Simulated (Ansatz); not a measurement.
Geometry optimisation, Ansatz, UKS B3LYP-D4/def2-SVP.

Input:

```yaml
crystal:
  periodic: [false, false, false]
  atoms:
    - { symbol: H, position_ang: [-0.094133, -0.483837, -0.41576] }
    - { symbol: O, position_ang: [0.092575, -0.042553, -1.258489] }
    - { symbol: C, position_ang: [0.339223, 1.311008, -0.998819] }
    - { symbol: "N", position_ang: [-0.463391, -1.681568, 1.527827] }
    - { symbol: H, position_ang: [0.572289, 1.807999, -1.954478] }
    - { symbol: H, position_ang: [-0.531108, 1.843963, -0.559849] }
    - { symbol: H, position_ang: [1.204987, 1.483003, -0.324229] }
    - { symbol: H, position_ang: [0.238868, -2.186981, 2.094567] }
    - { symbol: H, position_ang: [-1.35931, -2.050934, 1.889329] }
magnetization:
  spin_polarized: true
  initial_magnetization: 1
basis:
  gaussian: { orbitals: def2-SVP }
hamiltonian:
  xc: b3lyp
  dispersion: d4
relax:
  f_tol: 0.03
  max_steps: 50
```

Run as:

```bash
$ ansatz run input.yaml --threads 2 --pin off --max-ram 3072MiB --backend cpu --events-out ev --progress --plain --runs-dir out
```

Where does it end, and by what steps?

The run converged. The force dipped under the threshold on the way, but the program's further checks kept it going. After 12 steps the energy has fallen by 0.069 eV; H9 moved furthest, 0.40 Å.

| step | energy less start (eV) | largest force component (eV/Å) | accepted |
| --- | --- | --- | --- |
| 0 | 0.0000 | 0.198 | yes |
| 1 | -0.0440 | 0.437 | yes |
| 2 | -0.0051 | 1.521 | no |
| 3 | -0.0496 | 0.537 | yes |
| 4 | -0.0650 | 0.070 | yes |
| 5 | -0.0624 | 0.244 | no |
| 6 | -0.0667 | 0.074 | yes |
| 7 | -0.0677 | 0.033 | yes |
| 8 | -0.0666 | 0.154 | no |
| 9 | -0.0684 | 0.015 | yes |
| 10 | -0.0686 | 0.054 | yes |
| 11 | -0.0649 | 0.371 | no |
| 12 | -0.0689 | 0.009 | yes |

```xyz
9
Properties=species:S:1:pos:R:3
H -0.088 -0.675 -0.457
O 0.089 -0.158 -1.264
C 0.301 1.167 -0.872
N -0.399 -1.481 1.269
H 0.510 1.771 -1.772
H -0.577 1.629 -0.370
H 1.169 1.296 -0.188
H 0.300 -1.855 1.932
H -1.304 -1.693 1.723
```

Time of the run: 20 s on 2 threads of Arm Neoverse V2, on a shared host, peak memory 0.15 GiB.
